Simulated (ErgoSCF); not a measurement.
**One shape, several levels: MgCl (SMILES [Mg][Cl])**

Aim: a comparison of 6 runs (UHF/STO-3G, UHF/3-21G, UHF/def2-SVP, UB3LYP/6-31G*, UCAM-B3LYP/6-31G**, UPBE0/def2-SVPD) of MgCl. 

The results are computed with ErgoSCF 3.8.

4 further runs of the same task are left out: 4 set aside as unsound or not needed.

## (1) The system as given

MgCl: 2 atoms, total charge 0, spin state doublet. As SMILES, `[Mg][Cl]`. The coordinates come from a PBE0-D4/def2-TZVP relaxation.

Bond lengths: Mg1–Cl2 2.210 Å.

## (2) The energy at UHF/STO-3G (run 1)

input.ego

```
set_nthreads(1)
molecule_inline
Mg   1.80525537  -0.69031695   0.89818683
Cl  -1.74969742   0.57674441  -0.89043895
EOF
charge = 0
basis = "STO-3G"
scf.use_diagonalization = 1
scf.output_mulliken_pop = 1
spin_polarization = 1
tmpdir = "."
scf.max_number_of_iterations = 120
run "HF"
```

The basis set STO-3G is read from a file made from the Basis Set Exchange's data (not shown).

The run is started by

```console
$ ergo input.ego
```

The log of the run:

```text
[...]
INSC SCF_general constructor, number of basis functions: 18
[...]
INSC Energy   1 =       -601.84755404490
[...]
INDE E_LUMO =          0.28252015284
[...]
INSC Energy  11 =       -651.74190940124  ( diff     -0.000000000000227 )
[...]
RESC CONVERGED after  11 iterations.
RESC FINAL ENERGY:       -651.74190940124
RESC FINAL <S2> =          0.75089969592
[...]
INSC SCF: dipole_moment_x [atomic units] =       2.16497502
INSC SCF: dipole_moment_y [atomic units] =      -0.77164349
INSC SCF: dipole_moment_z [atomic units] =       1.08927751
[...]
```

Wall time 1.1 s (1 thread of Intel Xeon Platinum 8259CL at 2.50GHz (Skylake/Cascade Lake), shared host); peak memory 0.27 GiB.

## (3) The energy at UHF/3-21G (run 2)

geom.xyz

```xyz
2

Mg     0.955300    -0.365300     0.475300
Cl    -0.925900     0.305200    -0.471200
```

run.inp

```
# ClMg
set_nthreads("env")
tmpdir = "."
scf.max_number_of_iterations = 120
basis = "3-21G"
scf.output_mulliken_pop = 1
spin_polarization = 1
scf.use_diagonalization = 1
molecule "geom.xyz"
run "HF"
```

The basis set 3-21G is read from a file made from the Basis Set Exchange's data (not shown).

The run is started by

```console
$ ergo run.inp
```

The log of the run:

```text
[...]
INSC SCF_general constructor, number of basis functions: 26
[...]
INSC Energy   1 =       -477.69472860808
[...]
INDE E_LUMO =         -0.00531145652
[...]
INSC Energy  17 =       -655.84122659723  ( diff     -0.000000000010004 )
[...]
RESC CONVERGED after  17 iterations.
RESC FINAL ENERGY:       -655.84122659723
RESC FINAL <S2> =          0.75129394577
[...]
INSC SCF: dipole_moment_x [atomic units] =       1.48655882
INSC SCF: dipole_moment_y [atomic units] =      -0.52984143
INSC SCF: dipole_moment_z [atomic units] =       0.74794170
[...]
```

It took 1.9 s on 1 thread of Intel Xeon Platinum 8259CL at 2.50GHz (Skylake/Cascade Lake), shared host; peak memory 0.27 GiB.

Run 3 isn't shown in full; the table further down has it.

## (4) The energy at UB3LYP/6-31G(d) (spherical functions) (run 4)

ergo.in

```
set_nthreads(1)
molecule_inline Angstrom
Mg       0.955300      -0.365300       0.475300
Cl      -0.925900       0.305200      -0.471200
EOF
charge = 0
scf.output_mulliken_pop = 1
basis = "6-31G*"
spin_polarization = 1
XC.sparse_mode = 0
XC.angint = 41
scf.max_number_of_iterations = 120
XC.radint = 1e-11
tmpdir = "."
scf.use_diagonalization = 1
run "B3LYP-G"
```

The basis set 6-31G* is read from a file made from the Basis Set Exchange's data (not shown).

The run is started by

```console
$ ergo ergo.in
```

The log of the run:

```text
[...]
INDF Weighted mixed functional:
[...]
INSC Energy   1 =       -386.04713898698
[...]
INDE E_LUMO =         -0.11727258457
[...]
INSC Energy  16 =       -660.32394259044  ( diff     -0.000000000003979 )
[...]
RESC CONVERGED after  16 iterations.
RESC FINAL ENERGY:       -660.32394259044
RESC FINAL <S2> =          0.75056875888
[...]
INSC SCF: dipole_moment_x [atomic units] =       1.14244511
INSC SCF: dipole_moment_y [atomic units] =      -0.40719194
INSC SCF: dipole_moment_z [atomic units] =       0.57480559
[...]
```

It took 13 s on 1 thread of Intel Xeon Platinum 8259CL at 2.50GHz (Skylake/Cascade Lake), shared host; peak memory 0.27 GiB.

Run 5 isn't shown in full; the table further down has it.

## (5) A single-point energy at UPBE0/def2-SVPD (run 6)

job.ego

```
set_nthreads(1)
molecule_inline Angstrom
Mg       0.955300      -0.365300       0.475300
Cl      -0.925900       0.305200      -0.471200
EOF
scf.max_number_of_iterations = 120
XC.radint = 1e-11
scf.use_diagonalization = 1
scf.output_mulliken_pop = 1
basis = "def2-SVPD"
tmpdir = "."
XC.sparse_mode = 0
XC.angint = 41
charge = 0
spin_polarization = 1
run "PBE0"
```

The basis set def2-SVPD is read from a file made from the Basis Set Exchange's data (not shown).

The run is started by

```console
$ ergo < job.ego
```

The log of the run:

```text
[...]
INDF Weighted mixed functional:
[...]
INSC Energy   1 =       -322.94213293446
[...]
INDE E_LUMO =         -0.10513239101
[...]
INSC Energy  16 =       -659.85962143199  ( diff     -0.000000000016826 )
[...]
RESC CONVERGED after  16 iterations.
RESC FINAL ENERGY:       -659.85962143199
RESC FINAL <S2> =          0.75056859242
[...]
INSC SCF: dipole_moment_x [atomic units] =       1.16163970
INSC SCF: dipole_moment_y [atomic units] =      -0.41403325
INSC SCF: dipole_moment_z [atomic units] =       0.58446299
[...]
```

It took 17 s on 1 thread of Intel Xeon Platinum 8259CL at 2.50GHz (Skylake/Cascade Lake), shared host; peak memory 0.27 GiB.

## (6) Overview of the runs

```tsv
run	level	integration grid	radint	energy (Eh)	dipole moment (D)	⟨S²⟩	wall time
1	UHF/STO-3G	–	–	-651.741909	6.46	0.751	1.1 s
2	UHF/3-21G	–	–	-655.841227	4.44	0.751	1.9 s
3	UHF/def2-SVP	–	–	-658.961214	3.32	0.751	6.3 s
4	UB3LYP/6-31G* (spherical functions)	Turbo	1e-11	-660.323943	3.41	0.751	13 s
5	UCAM-B3LYP/6-31G** (spherical functions)	Turbo	1e-11	-660.301359	3.48	0.751	14 s
6	UPBE0/def2-SVPD	Turbo	1e-11	-659.859621	3.47	0.751	17 s
```

## (7) Results

| quantity | value |
| --- | --- |
| run 6: total energy | -659.85962 Eh |
| run 6: dipole moment | 3.47 D |
| run 6: ⟨S²⟩ | 0.751 |

In words: The dipole moment (its size) runs from 3.32 D (UHF/def2-SVP) to 6.46 D (UHF/STO-3G). Totals of different functionals can't be ranked against each other. In run 1 the basis is minimal, so the values are rough. All runs together took 53 s, the longest 17 s.
